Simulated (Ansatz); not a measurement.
The input, for Ansatz 0.2.0:

```yaml
crystal:
  periodic: [false, false, false]
  atoms:
    - {symbol: S, position_ang: [0.000000, -0.049975, 0.000000]}
    - {symbol: H, position_ang: [0.000000, 1.684885, 0.000000]}
    - {symbol: H, position_ang: [0.000000, -0.047533, 1.942722]}
    - {symbol: H, position_ang: [0.000000, -0.047533, -1.942722]}
basis:
  gaussian: {orbitals: 6-31G}
total_charge: 1
magnetization: {spin_polarized: true, initial_magnetization: 2}
correlation: {method: ccsdt_q, electrons: outside_noble_gas}
```

```sh
$ ansatz run in.yaml --threads 1 --pin off --events-out ev --progress --plain --max-ram 2393MiB
```

Log:

```
389 factors; integrals over basis functions are off by at most 1.0e-7 eV
mean field evaluation 1: about -10847.4408 eV, gradient 7.9e0 eV
mean field evaluation 2: about -10847.4449 eV, gradient 7.9e0 eV
mean field evaluation 4: about -10848.4810 eV, gradient 2.4e0 eV
mean field evaluation 8: about -10848.7234 eV, gradient 5.1e-2 eV
mean field evaluation 16: about -10848.2615 eV, gradient 4.0e0 eV
mean field evaluation 32: about -10846.3732 eV, gradient 2.2e-1 eV
mean field evaluation 64: about -10845.7418 eV, gradient 3.2e0 eV
mean field -10848.72313811 eV, -398.6832217970 hartree, gradient 1.8e-6 eV, S^2 2.266521; 4 other end points of the search recorded, 0 dependent functions left out
determinant -10848.72313811 eV, -398.6832217970 hartree, with singles and doubles -10851.09513574 eV, -398.7703911021 hartree
determinant -10846.37502901 eV, -398.5969303792 hartree, with singles and doubles -10848.23149270 eV, -398.6651541612 hartree
determinant -10846.12389156 eV, -398.5877012481 hartree, with singles and doubles -10847.90757679 eV, -398.6532504711 hartree
5 core orbitals not correlated: weight in the atoms' cores, before any rotation towards them, 1.000 or more for the frozen orbitals, at most 0.000 for the correlated occupied ones
reference -10848.72313811 eV, -398.6832217970 hartree; 5, 3 occupied and 9, 11 virtual orbitals, 389 factors
second order -1.36130175 eV of doubles, -0.00000000 eV of singles
cycle   1  -1.70948185 eV  change   -3.5e-1 eV  update   8.2e-2
cycle   2  -2.14152097 eV  change   -4.3e-1 eV  update   5.8e-2
cycle   3  -2.33771526 eV  change   -2.0e-1 eV  update   3.2e-2
cycle   4  -2.38697989 eV  change   -4.9e-2 eV  update   1.5e-2
cycle   5  -2.41402599 eV  change   -2.7e-2 eV  update   6.4e-3
cycle   6  -2.41462319 eV  change   -6.0e-4 eV  update   2.9e-3
cycle   7  -2.41749228 eV  change   -2.9e-3 eV  update   1.2e-3
cycle   8  -2.41802082 eV  change   -5.3e-4 eV  update   5.3e-4
cycle   9  -2.41751212 eV  change    5.1e-4 eV  update   3.3e-4
cycle  10  -2.41790897 eV  change   -4.0e-4 eV  update   1.5e-4
cycle  11  -2.41786909 eV  change    4.0e-5 eV  update   6.7e-5
cycle  12  -2.41785460 eV  change    1.4e-5 eV  update   3.9e-5
cycle  13  -2.41783289 eV  change    2.2e-5 eV  update   2.2e-5
cycle  14  -2.41784490 eV  change   -1.2e-5 eV  update   1.2e-5
cycle  15  -2.41784828 eV  change   -3.4e-6 eV  update   6.1e-6
cycle  16  -2.41784407 eV  change    4.2e-6 eV  update   2.2e-6
cycle  17  -2.41784322 eV  change    8.5e-7 eV  update   7.9e-7
cycle  18  -2.41784333 eV  change   -1.1e-7 eV  update   4.1e-7
perturbative correction -0.00105060 eV, -0.0000386088 hartree
Total energy: -10851.14203204 eV, -398.7721145094 hartree
```

For the same geometry and basis full CI lies 0.6 meV higher.

Ran on 1 thread of Arm Neoverse N1, shared host: 4.1 s wall, 0.13 GiB peak host memory.
